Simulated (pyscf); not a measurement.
PySCF, gas phase, ωB97X-D3(BJ)/def2-SVP geometries. Correlated levels are frozen-core, on RHF or UHF. ΔMP2 is the change of the MP2 total energy from the triple- to the quadruple-zeta basis.

Problem. Estimate the classical barrier height and the reaction energy of PH₃ (SMILES P) + H₂B–OH (SMILES BO) -> H₂B–PH₂ (SMILES BP) + H₂O (SMILES O) at CCSD(T)/def2-TZVPP + ΔMP2(QZVPP). The step runs on the singlet surface, breaks H–P, B–O and forms B–P, H–O; take the separated reactants as zero.

Solution. ΔE‡ = 41.0 kcal/mol, ΔE = +26.9 kcal/mol. Zero-point energy shifts the barrier by +0.3 kcal/mol. It is a four-centre exchange, with an imaginary mode of 1320i cm⁻¹. On the product side the descent ends in an adduct with a B–O contact, 12.6 kcal/mol under the separated species and 24.1 kcal/mol under the saddle at ωB97X-D3(BJ)/def2-TZVP. What is counted as broken (B–O) persists as a longer contact in the product adduct; parting that adduct is a step of its own. The reactants may also form a dative adduct at H₂B–OH; it and routes through it were not searched. At ωB97X-D3(BJ) the barrier from the zero used here is 39.0 kcal/mol. One saddle was located; it need not be the lowest between these sides. The CCSD(T) − MP2 part came from Ansatz, without density fitting, on the same reference.
